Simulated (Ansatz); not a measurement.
fcc Cu, treated with r²SCAN (PAW; Ansatz, a quantum-chemistry and plane-wave program).

The input as run:

Ansatz 0.2 input:
```yaml
crystal:
  lattice:
    - [0.0, 1.811956968, 1.811956968]
    - [1.811956968, 0.0, 1.811956968]
    - [1.811956968, 1.811956968, 0.0]
  atoms:
    - { symbol: Cu, position: [0.0, 0.0, 0.0] }
basis:
  ecutwfc: 560
  ecutrho_ratio: 4
  xc_grid: 3
kpoints:
  mp_grid: { grid: [26, 26, 26] }
hamiltonian:
  xc: r2scan
  dispersion: none
  pseudopotentials: { kind: paw }
scf:
  occupations: { method: fermi_dirac, width: 0.05 }
  convergence: { dr2_threshold: 0.0000000001 }
output:
  forces: false
  stress: true
  eigenvalues: true
```

From the output:

```
Crystal: 1 atoms, lattice volume = 11.898 Å³
Basis set: ecut = 560 eV, 339 PW (Γ), exchange–correlation on 60×60×60 points (27 copies of the dense FFT grid, shifted against one another)
Bands: 14, of which v1, the nominal top of the filled ones, is band 10 counted from 1 (9 counted from 0)
Symmetry: 48 space group operations
Space group: Fm-3m (ITA 225), of the structure as read, at distance tolerance 2.3e-5 Å
k-points: 511 of 17576
Functional: x = r2scan, c = r2scan; τ floored in thin density (d = 2e-4 eV/Å³)
SCF iter   1: F=—  HF=-6631.250708 eV  |F-HF|=—  |Δ(HF+E_count)|=         —  Δρ=4.06e-2  dr2=1.08e-1  dr2_τ=8.74e-4
SCF iter   2: F=—  HF=-6631.264418 eV  |F-HF|=—  |Δ(HF+E_count)|=   1.37e-2  Δρ=4.09e-2  dr2=1.08e-1  dr2_τ=1.13e-3
  ...
SCF iter   7: F=—  HF=-6631.231463 eV  |F-HF|=—  |Δ(HF+E_count)|=   2.07e-9  Δρ=1.51e-6  dr2=1.26e-10  dr2_τ=6.66e-12
SCF iter   8: F=-6631.231463 eV  HF=-6631.231463 eV  |F-HF|=1.18e-11  |Δ(HF+E_count)|=  2.21e-10  Δρ=5.25e-7  dr2=1.47e-11  dr2_τ=4.28e-13
SCF 1 converged in 8 iterations: F = -6631.231463 eV  dr2 = 1.47e-11
SCF converged after 8 iterations
Free energy (F): -6631.231463 eV
Internal energy: -6631.229327 eV  (E = F + TS)
E sigma→0 (E₀):  -6631.230395 eV
Fermi energy:    16.417789 eV
--- Stress (GPa, compression-positive) ---
       -5.783660       0.000000       0.000000
        0.000000      -5.783660       0.000000
        0.000000       0.000000      -5.783660
  P = ⅓ Tr σ = -5.7837 GPa (-57.837 kbar)
```

The cell is one volume of an energy–volume scan, off the minimum.

The PAW data were made under PBE.
